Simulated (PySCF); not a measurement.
Species: C2H4FN.
Z-matrix (Å and degrees, PBE0-D3(BJ)/def2-SVP geometry), rows numbered from 1:
```
N 
C   1  1.2629
C   2  1.5009  1  125.92
F   3  1.3663  2  110.78  1     0.23
H   1  1.0287  2  108.87  3    -0.14
H   2  1.1050  1  119.28  3   180.00
H   3  1.1054  2  109.85  1   121.18
H   3  1.1055  2  109.84  1  -120.69
```

Level of theory: PBE0-D3(BJ)/def2-SVP geometry optimisation, gas phase (PySCF 2.14.0).

Masses are those of the commonest isotopes; rigid-rotor values at the optimised geometry. The values belong to one conformer with, in the numbering `[H]/[N:1]=[CH:2]\[CH2:3][F:4]`, N1–C2–C3–F4 0°.

(1) Give the principal moments of inertia and the rotational constants in GHz.

(2) Classify the top.

(3) Is it planar, by Δ = Ic − Ia − Ib?

(4) Give the other two planar moments, Paa and Pbb, and the rms extents of the mass along the axes.

(5) Give the coordinates in the principal-axis frame, origin at the centre of mass.

(6) List the rotational levels J(Ka,Kc) to J = 2 (MHz).

(7) Which lines would a microwave search look for?

(8) Estimate the classical rotational partition function at 50 K, 100 K and 200 K.

## Answers

(1) Ia = 27.68, Ib = 80.51, Ic = 104.98 u·Å²; 505379 MHz·u·Å²/I gives 18257, 6277 and 4814 MHz, that is A = 18.257, B = 6.2773, C = 4.8139 GHz.

(2) An asymmetric top: κ = (2 × 6277 − 18257 − 4814)/(18257 − 4814) = -0.78.

(3) Not planar: Δ = Ic − Ia − Ib = -3.21 u·Å². For a rigid frame Δ = −2 Σ m c², so Σ m c² = 1.60 u·Å² lies off the ab plane, practically all of it from hydrogen. The atom farthest from that plane is 0.89 Å away.

(4) Paa = Σ m a² = (Ib + Ic − Ia)/2 = 78.91 and Pbb = Σ m b² = (Ia + Ic − Ib)/2 = 26.08 u·Å². With the mass M = 61.03 u, the rms extents √(P/M) along a, b and c are 1.14, 0.65, 0.16 Å.

(5) The sense of each axis is arbitrary; atoms in the order of the calculation.
| atom | mass (u) | a (Å) | b (Å) | c (Å) |
| --- | --- | --- | --- | --- |
| N1 | 14.003 | 1.489 | -0.545 | -0.001 |
| C2 | 12.000 | 0.854 | 0.547 | 0.001 |
| C3 | 12.000 | -0.640 | 0.696 | -0.001 |
| F4 | 18.998 | -1.249 | -0.527 | 0.001 |
| H5 | 1.008 | 0.815 | -1.322 | -0.001 |
| H6 | 1.008 | 1.415 | 1.498 | 0.004 |
| H7 | 1.008 | -0.961 | 1.267 | 0.889 |
| H8 | 1.008 | -0.959 | 1.263 | -0.894 |

(6) Above 0(0,0):
J = 1: 1(0,1) 11091, 1(1,1) 23071, 1(1,0) 24534
J = 2: 2(0,2) 33147, 2(1,2) 43789, 2(1,1) 48180, 2(2,1) 84118, 2(2,0) 84244
Those of J = 1 are B + C, A + C and A + B.

(7) The dipole components are |μa| = 1.45 D, |μb| = 2.00 D, |μc| = 0.00 D; the mirror of this Cs structure is the ab plane, so μc vanishes by symmetry and there are no c-type lines. Intensities carry the squares of the components, which stand as 0.52 : 1.00 (a : b). Some lines, for components of 0.1 D or more:

```tsv
type	branch	J(Ka,Kc)	MHz	lower level (cm⁻¹)
a	Q	3(2,1) ← 3(2,2)	624	3.916
a	Q	1(1,0) ← 1(1,1)	1463	0.770
b	R	2(0,2) ← 1(1,1)	10077	0.770
a	R	1(0,1) ← 0(0,0)	11091	0.000
b	Q	2(1,1) ← 2(0,2)	15032	1.106
b	Q	3(1,2) ← 3(0,3)	17643	2.199
a	R	2(0,2) ← 1(0,1)	22056	0.370
b	R	3(0,3) ← 2(1,2)	22133	1.461
b	R	1(1,1) ← 0(0,0)	23071	0.000
a	R	3(0,3) ← 2(0,2)	32775	1.106
a	R	3(1,2) ← 2(1,1)	35386	1.607
b	Q	2(2,0) ← 2(1,1)	36064	1.607
b	Q	3(2,2) ← 3(1,3)	42599	2.495
b	R	2(2,1) ← 1(1,0)	59584	0.818
b	R	2(2,0) ← 1(1,1)	61173	0.770
b	Q	3(3,1) ← 3(2,2)	63631	3.916
```

(8) Point group Cs, symmetry number σ = 1; q = (√π/σ)·√((kT/h)³/(ABC)), k/h = 20836.6 MHz/K: 2540 at 50 K, 7180 at 100 K, 20300 at 200 K.

No frequency check. These are rigid-rotor constants of the computed structure; measured ground-state constants (B0) also hold zero-point vibration. Quadrupole hyperfine structure (14N) is left out.
